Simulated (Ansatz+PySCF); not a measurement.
Results of a calculation; reference values are marked as such.
Input for PySCF 2.14.0:

```python
from pyscf import gto, scf, mp

# the (T+d) and (D+d) sets load through basis_set_exchange
mol = gto.M(atom="""
C -0.049790 0.000000 -0.152090
Cl -0.054760 0.000000 1.589860
H -0.470370 -0.936070 -0.522010
H 1.045280 0.000000 -0.393760
H -0.470370 0.936070 -0.522010
""", basis={'C': 'cc-pvtz', 'Cl': 'cc-pv(t+d)z', 'H': 'cc-pvtz'}, charge=1, spin=1)
mf = scf.UHF(mol)
mf.kernel()
pt = mp.MP2(mf, frozen=6).run()
print(mf.e_tot, pt.e_corr, pt.e_tot)
```

The script is written out from the run's settings.

Output:

```
Converged                       : yes
Reference energy                : -498.77055 hartree
Correlation energy              : -0.33343 hartree
Total energy                    : -499.10398 hartree
Spin squared of the determinant : 0.763
```

Caution: MP2 on this radical cation hangs on the determinant chosen.
